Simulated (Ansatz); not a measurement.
# SiNHO+ (quartet): from Hartree-Fock to the top rungs, def2-QZVPP

One table from this session's results is given with a row withheld; the runs are named, their logs left out.

Program: Ansatz 0.2.0, Gaussian basis. Level of theory: def2-QZVPP, core rule «outside noble gas», up to 7 orbitals frozen. These are calculated values, not measurements.

To be run: UHF; ROHF; CCSD(T) on UHF.

2 further runs of the same task are left out: 2 set aside as unsound or not needed.

## What is computed

The geometry is a PBE0/def2-TZVP stationary point (not a proven minimum) of the parent state, kept for this charge and spin.

4 atoms, charge 1, spin multiplicity 4.

Atoms are counted from 1 here; the program's logs count them from 0.

Bond lengths: O1–N2 1.191 Å, N2–Si3 1.782 Å, Si3–H4 1.519 Å. Angles: O1–N2–Si3 136.4°, N2–Si3–H4 90.8°.

Geometry (Å):

```
atom   x (Å)    y (Å)    z (Å)
  O1  0.0000  -0.1443   1.6241
  N2  0.0000   0.3809   0.5556
 Si3  0.0000  -0.1540  -1.1441
  H4  0.0000   1.2884  -1.6213
```

The first run:

Contents of in.yaml:

```yaml
crystal:
  periodic: [false, false, false]
  atoms:
    - {symbol: O, position_ang: [0.000000, -0.144299, 1.624079]}
    - {symbol: N, position_ang: [0.000000, 0.380867, 0.555568]}
    - {symbol: Si, position_ang: [0.000000, -0.153981, -1.144069]}
    - {symbol: H, position_ang: [0.000000, 1.288393, -1.621334]}
basis:
  gaussian: {orbitals: "def2-QZVPP.json"}
total_charge: 1
magnetization: {spin_polarized: true, initial_magnetization: 3}
hamiltonian: {xc: hf}
output: {orbitals: {seedname: orbitals}}
```

On the command line:

```sh
$ ansatz run in.yaml --threads 1 --pin off --events-out ev --progress --plain --max-ram 2393MiB
```

Among the steps run: UHF; ROHF; CCSD(T) on UHF.

One of the session's tables, all rows but one given; the rest of the session is left out.

```
  method  from UCCSD(T) (kcal/mol)
    ROHF                         ?
     UHF                   +341.75
    UMP2                    +25.93
   UCCSD                    +16.73
UCCSD(T)                         0
```

Q: Estimate the row for ROHF from the others.

**Answer.** from UCCSD(T) (kcal/mol): +353.96. In the column «from UCCSD(T) (kcal/mol)» it is the highest.
